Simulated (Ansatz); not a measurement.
**BN₂H₄ radical: small, medium and large basis sets**

One table from this session's results is given with a row withheld; the runs are named, their logs left out.

Computed with Ansatz 0.2.0, Gaussian basis. Level: one geometry, several basis sets.

The runs, in order: PBE0-D4/def2-SVP; ωB97M-V/def2-SVP; PBE0-D4/def2-QZVPP; ωB97M-V/def2-QZVPP; CCSD(T)/cc-pV(D+d)Z; CCSD(T)/cc-pV(T+d)Z; CCSD(T)/cc-pV(Q+d)Z; the functionals' def2-TZVPP values are taken from earlier runs.

## Structure used throughout

An earlier PBE0-D4 in a triple-zeta def2 set relaxation fixed the geometry.

SMILES `N[B]N`, 7 atoms, charge 0, spin multiplicity 2.

Atoms are counted from 1 here; the program's logs count them from 0.

Bond lengths: N1–B2 1.398 Å, N1–H4 1.003 Å, N1–H5 1.010 Å, B2–N3 1.398 Å, N3–H6 1.010 Å, N3–H7 1.003 Å. Angles: B2–N1–H4 122.3°, B2–N1–H5 124.1°, H4–N1–H5 113.5°, N1–B2–N3 127.6°, B2–N3–H6 124.1°, B2–N3–H7 122.3°, H6–N3–H7 113.5°.

Set-up of the first run:

Contents of in.yaml:

```yaml
crystal:
  periodic: [false, false, false]
  atoms:
    - {symbol: N, position_ang: [-1.022139, 0.109663, -0.711931]}
    - {symbol: B, position_ang: [-0.010786, -0.662381, -0.133788]}
    - {symbol: N, position_ang: [1.036776, -0.223502, 0.680544]}
    - {symbol: H, position_ang: [-1.739723, -0.289904, -1.287072]}
    - {symbol: H, position_ang: [-1.107228, 1.109304, -0.598079]}
    - {symbol: H, position_ang: [1.180608, 0.739071, 0.949334]}
    - {symbol: H, position_ang: [1.723793, -0.850351, 1.055293]}
basis:
  gaussian: {orbitals: def2-SVP}
magnetization: {spin_polarized: true, initial_magnetization: 1}
hamiltonian: {xc: pbe0, dispersion: d4}
output: {orbitals: {seedname: orbitals}}
```

The run is started by

```bash
> ansatz run in.yaml --threads 2 --pin off --events-out ev --progress --plain --max-ram 32768MiB --backend cpu
```

Steps of the session up to this table: PBE0-D4 in def2-SVP; ωB97M-V in def2-SVP; PBE0-D4 in def2-QZVPP; ωB97M-V in def2-QZVPP.

One of the session's tables, all rows but one given; the rest of the session is left out.

It belongs to the step «Functionals by basis». 

```
functional       basis  HOMO (eV)
   PBE0-D4    def2-SVP          ?
   PBE0-D4  def2-TZVPP      -5.19
   PBE0-D4  def2-QZVPP      -5.22
   ωB97M-V    def2-SVP      -6.72
   ωB97M-V  def2-TZVPP      -7.02
   ωB97M-V  def2-QZVPP      -7.07
```

Q: Estimate the row for PBE0-D4, def2-SVP from the others.

As computed: HOMO (eV): -4.95. In the column «HOMO (eV)» it is the highest.
